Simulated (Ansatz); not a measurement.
Basis-set extrapolation for C2H2FNS (`NC1=C(F)S1`) (PBE0-D4/def2-TZVP geometry, frozen core, Ansatz). Multiplicity 1, RHF reference.

```json
{"": "HF", "def2-TZVPP": "-628.299663", "def2-QZVPP": "-628.320696"}
{"": "MP2 correlation", "def2-TZVPP": "-0.927629", "def2-QZVPP": "-1.001824"}
{"": "CCSD(T) correlation", "def2-TZVPP": "-0.996364", "def2-QZVPP": "not run"}
```

Energies in hartree. Use E(X) = E(∞) + A·exp(−7.88·√X) for Hartree–Fock and E(X) = E(∞) + B·X^(−2.97) for correlation, with X = 3 and 4, and add CCSD(T) minus MP2 of the smaller set to the MP2 limit.

Problem. What is the CCSD(T) energy at the basis-set limit?

Solution. HF limit: -628.320696 + (-0.021033) × 0.13774 = -628.32359. MP2 limit: -1.001824 + (-0.074195) × 0.74074 = -1.05678. Higher-order term: -0.996364 − (-0.927629) = -0.06873. Total: -629.44910 hartree, 96.1 kcal/mol below CCSD(T)/def2-TZVPP.
